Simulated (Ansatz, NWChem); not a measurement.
# Worked example: vertical energy of the quartet above the doublet of CH5OSi (SMILES [CH2][SiH2]O)

The species is CH5OSi (8 atoms), meant as a doublet with charge 0. SMILES: `[CH2][SiH2]O`. Geometry: relaxed at PBE0-D4/def2-TZVP. This is one conformer, not always the lowest.

```csv
atom,x (Å),y (Å),z (Å)
C,-0.8615,0.5178,-0.7914
Si,0.6540,-0.0052,0.1111
O,0.3028,-0.7244,1.5544
H,-0.9708,0.4168,-1.8670
H,-1.7031,0.9915,-0.2933
H,1.4956,1.1611,0.4806
H,1.4310,-0.9123,-0.7798
H,-0.2558,-1.5023,1.5294
```

Both states at this one shape; open shells run unrestricted unless said. 1 Eh = 27.2114 eV.

| level | program | doublet CH5OSi (Eh) | quartet CH5OSi (Eh) |
| --- | --- | --- | --- |
| UHF/def2-SVPD | Ansatz | -404.406522 | -404.150555 |
| UM06-2X/def2-SVPD | NWChem | -405.563884 | -405.282869 |
| U-wB97X/def2-SVPD | Ansatz | -405.602005 | -405.314193 |

Work out the vertical gap, second state less first, at each level.


1. UHF/def2-SVPD: -404.150555 − (-404.406522) = 0.255967 Eh = 6.97 eV.
2. UM06-2X/def2-SVPD: -405.282869 − (-405.563884) = 0.281015 Eh = 7.65 eV.
3. U-wB97X/def2-SVPD: -405.314193 − (-405.602005) = 0.287812 Eh = 7.83 eV.

No measured value is set beside it here; the levels span 6.97 to 7.83 eV. Hartree–Fock favours the state with fewer electron pairs, since it lacks pair correlation.
